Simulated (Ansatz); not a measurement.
Ideal-gas functions of H2S3, SMILES `SSS` at 298.15 K and 1 bar, from an Ansatz frequency run at PBE0-D4/def2-TZVP.

Molar mass 98.22 g/mol, point group Cs (symmetry number 1), electronic degeneracy 1, moments of inertia 35.073, 185.235, 213.423 u Å². Harmonic wavenumbers (cm⁻¹, unscaled): 211, 342, 353, 499, 511, 878, 893, 2659, 2661.

Use S(trans) = R[1.5 ln M + 2.5 ln T − 1.1517]; rotational temperatures θ = 24.2544 K / I; S(rot) = R[ln(√π/σ · √(T³/θAθBθC)) + 1.5]; for each mode x = 1.438777 ν̃/T, S = R[x/(eˣ − 1) − ln(1 − e⁻ˣ)] and H = RT x/(eˣ − 1); 1 cm⁻¹ = 0.0119627 kJ/mol; R = 8.31446 J/(mol·K).

**Question.** By hand: the entropy, in J/(mol·K).

**Answer.** Translation 166.1. Rotation: θ = 0.6915, 0.1309, 0.1136 K, giving 107.3. Vibration, mode by mode: 8.51, 5.03, 4.82, 2.76, 2.64, 0.64, 0.60, 0.00, 0.00, in all 25.0. Electronic 0.0. Sum 298.4 J/(mol·K).

**Question.** By hand: H − E and G − E in kJ/mol, counted from the electronic energy.

**Answer.** Zero-point energy ½ × 9007 × 0.0119627 = 53.9; thermal vibration 4.8; translation, rotation and pV give 4 RT = 9.9. H − E = 68.6 kJ/mol, and G − E = 68.6 − 298.15 × 298.4/1000 = -20.4 kJ/mol.

Vibration gives 8 % of the entropy. The sum counts one conformer and one mirror image; others add a mixing term.
